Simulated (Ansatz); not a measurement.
Basis-set extrapolation for C$_{4}$H$_{10}$O$_{2}$, SMILES `CC(O)CCO` (PBE0-D4/def2-TZVP geometry, frozen core, Ansatz). Multiplicity 1, RHF reference.

```tsv
	def2-TZVPP	def2-QZVPP
HF	-307.136211	-307.150811
MP2 correlation	-1.180557	-1.264028
CCSD(T) correlation	-1.274112	not run
```

Energies in hartree. Use E(X) = E(∞) + A·exp(−7.88·√X) for Hartree–Fock and E(X) = E(∞) + B·X^(−2.97) for correlation, with X = 3 and 4, and add CCSD(T) minus MP2 of the smaller set to the MP2 limit.

Question: What is the CCSD(T) energy at the basis-set limit?

Answer: HF limit: -307.150811 + (-0.014600) × 0.13774 = -307.15282. MP2 limit: -1.264028 + (-0.083471) × 0.74074 = -1.32586. Higher-order term: -1.274112 − (-1.180557) = -0.09355. Total: -308.57223 hartree, 4.41 eV below CCSD(T)/def2-TZVPP.
